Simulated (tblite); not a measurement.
Compound: C₄H₉S (doublet state).
Numbering: `[CH3:1][CH2:2][C:3]([CH3:4])[SH:5]` (hydrogens: H6, H7, H8 on C1; H9, H10 on C2; H11, H12, H13 on C4; H14 on S5)

A start from a force field or distance geometry was refined with GFN2-xTB geometry optimisation, gas phase (tblite 0.8.0). Values at the start:

```csv
coordinate,start
C1–C2,1.538 Å
C1–H6,1.095 Å
C2–C3,1.503 Å
C2–H9,1.084 Å
C3–C4,1.494 Å
C3–S5,1.738 Å
C4–H11,1.103 Å
S5–H14,1.347 Å
C1–C2–C3,111.2°
C2–C3–C4,118.5°
C2–C3–S5,121.5°
C4–C3–S5,120.0°
C1–C2–C3–C4,-85°
```

Problem. How do these coordinates change at the GFN2-xTB level?

Solution. 
| coordinate | GFN2-xTB (Å or °) | change |
| --- | --- | --- |
| C4–H11 | 1.088 | -0.015 |
| C2–C3 | 1.488 | -0.015 |
| S5–H14 | 1.336 | -0.011 |
| C2–H9 | 1.093 | +0.009 |
| C3–C4 | 1.486 | -0.008 |
| C1–H6 | 1.087 | -0.008 |
| C3–S5 | 1.740 | +0.002 |
| C1–C2 | 1.538 | 0.000 |
| C4–C3–S5 | 116.2 | -3.8 |
| C2–C3–S5 | 118.8 | -2.7 |
| C2–C3–C4 | 120.6 | +2.1 |
| C1–C2–C3 | 113.0 | +1.8 |
| C1–C2–C3–C4 | -82 | +3 |

The energy falls by 1.7 kcal/mol over 67 L-BFGS steps, the largest force on an atom goes from 0.84 to 0.010 eV/Å, and the atoms move by 0.124 Å rms after alignment. Among the bonds, C2–C3 and C4–H11 change most and about equally (-0.015 Å). Bonds longer at the end by more than 0.005 Å: 1 of 13; shorter: 5. Among the dihedrals that turn most is C2–C3–S5–H14, from -2° to 30°. Rotational constants go from 5162, 2724, 2020 to 4928, 2955, 2149 MHz.

Time: 0.25 s of wall time. Hardware: Arm Neoverse V2, one thread, shared host.

Its GFN2-xTB frequencies are all real (lowest 67 cm⁻¹).

One conformer stands for the species.

These are computed values.
